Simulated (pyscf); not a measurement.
H₃C–SiH₃ + Cl• → •H₂C–SiH₃ + HCl (hydrogen abstraction; doublet surface; C–H broken, Cl–H formed). Single points on ωB97X-D3(BJ)/def2-SVP structures (PySCF, gas phase). Energies in kcal/mol from the separated reactants.

| level | barrier | reaction energy |
|---|---|---|
| ωB97X-D3(BJ)/def2-TZVP | 3.2 | +2.7 |
| PBE/def2-TZVP | -4.0 | -0.3 |
| B3LYP-D3(BJ)/def2-TZVP | 0.5 | +2.2 |
| PBE0-D3(BJ)/def2-TZVP | -0.6 | +1.0 |
| M06-2X/def2-TZVP | ? | ? |
| ωB97M-D3(BJ)/def2-TZVP | ? | +2.3 |

**Question.** Fill in the missing entries.

**Answer.** 
- M06-2X/def2-TZVP, barrier: 3.8
- M06-2X/def2-TZVP, reaction energy: +2.6
- ωB97M-D3(BJ)/def2-TZVP, barrier: 4.4

At PBE, PBE0-D3(BJ) this geometry lies under the reactants; that is no barrier but a single point on another level's saddle; such a level's own saddle, if it has one, lies nearer that side and is low. At PBE, B3LYP-D3(BJ), PBE0-D3(BJ) this geometry lies under the product side: in single points on another level's saddle the reverse barrier vanishes, and the forward threshold there is about the reaction energy. •H₂C–SiH₃ lies 10.6 kcal/mol over its isomer H₃C–SiH₂• (electronic energy, ωB97M-D3(BJ)/def2-TZVP). This is the saddle that the search found; another between the same sides may lie lower. The angle at the transferred H is 174°. Left out: the spin-orbit lowering of Cl.
